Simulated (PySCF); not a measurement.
acetylene (C₂H₂), SMILES C#C. Geometry: ωB97X-D3(BJ)/def2-TZVPD.

PySCF with TDA-LC-ωPBE/def2-TZVPD puts the lowest singlet excitations at 6.76, 7.07, 7.07, 8.59, 8.59, 9.16 eV.

Problem. What are the lowest excitation roots from ADC(2)/aug-cc-pVDZ run with PySCF? (The exact figures need the calculation; the answer reports its results.)

Solution. 7.40, 7.70, 8.24, 8.24, 8.62, 8.62 eV. S1 differs by 0.64 eV (second minus first; roots are paired by order, and the bases may differ).
